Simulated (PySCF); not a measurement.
Helium: a sound run and one with changed settings

Sound run: He 1s2, He+ 1s1. All numbers are calculated (PySCF 2.14, scalar relativity by spin-free X2C-1e, in aug-cc-pVDZ-DK). The sound run starts from symmetry-adapted Hartree-Fock orbitals and uses a fine grid where one is needed.

Changed run: radial step 0.3 in ln r (0.13 in the sound run). This setting is unsound on purpose.

```tsv
species	method	sound run (hartree)	changed run (hartree)	converged
He	UHF	-2.85580	-2.85580	yes
He	B3LYP	-2.90920	-2.90922	yes
He	M06-2X	-2.90089	-2.90127	yes
He+	UHF	-1.99446	-1.99446	yes
He+	B3LYP	-1.99365	-1.99365	yes
He+	M06-2X	-1.99234	-1.99170	yes
```

Ionisation energy of He:

| method | sound run (eV) | changed run (eV) |
| --- | --- | --- |
| UHF | 23.438 | 23.438 |
| B3LYP | 24.914 | 24.914 |
| M06-2X | 24.723 | 24.751 |

A coarse radial grid mis-integrates the density and the exchange-correlation energy, with errors of either sign; Hartree-Fock needs no grid.

For comparison, NIST gives 24.587 eV between the lowest levels.
